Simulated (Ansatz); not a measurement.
The input, for Ansatz 0.2.0:

```yaml
crystal:
  periodic: [false, false, false]
  atoms:
    - {symbol: B, position_ang: [0.000000, 0.000000, 0.000000]}
    - {symbol: C, position_ang: [0.000000, 0.000000, 1.211000]}
basis:
  gaussian: {orbitals: cc-pVDZ}
total_charge: 1
correlation: {method: fci, electrons: outside_noble_gas}
```

```sh
$ ansatz run in.yaml --threads 1 --pin off --events-out ev --progress --plain --max-ram 2393MiB
```

The program prints:

```
487 factors; integrals over basis functions are off by at most 1.3e-7 eV
mean field evaluation 1: about -1678.1984 eV, gradient 2.5e1 eV
mean field evaluation 2: about -1678.1992 eV, gradient 2.5e1 eV
mean field evaluation 4: about -1680.2993 eV, gradient 2.2e0 eV
mean field evaluation 8: about -1680.3822 eV, gradient 1.8e-1 eV
mean field evaluation 16: about -1679.3881 eV, gradient 3.6e-2 eV
mean field evaluation 32: about -1680.3885 eV, gradient 3.6e-1 eV
mean field evaluation 64: about -1680.3830 eV, gradient 6.4e-2 eV
mean field -1680.38303224 eV, -61.7529374304 hartree, gradient 1.4e-6 eV, S^2 0.000000; 10 other end points of the search recorded, 0 dependent functions left out; unrestricted orbitals would lower it
determinant -1680.38303224 eV, -61.7529374304 hartree, with singles and doubles -1685.86152179 eV, -61.9542682079 hartree
determinant -1679.38808109 eV, -61.7163736500 hartree, with singles and doubles -1684.46252214 eV, -61.9028559190 hartree
unrestricted determinant -1684.22466901 eV, -61.8941149776 hartree, S^2 1.9745
2 core orbitals not correlated: weight in the atoms' cores, before any rotation towards them, 1.000 or more for the frozen orbitals, at most 0.000 for the correlated occupied ones
reference -1680.38303224 eV, -61.7529374304 hartree; 3, 3 occupied and 23, 23 virtual orbitals, 487 factors
state -1686.66867478 eV, -61.9839305329 hartree
Total energy: -1686.66867478 eV, -61.9839305329 hartree
```

Ran on 1 thread of Arm Neoverse V2, shared host: 10 s wall, 0.24 GiB peak host memory.
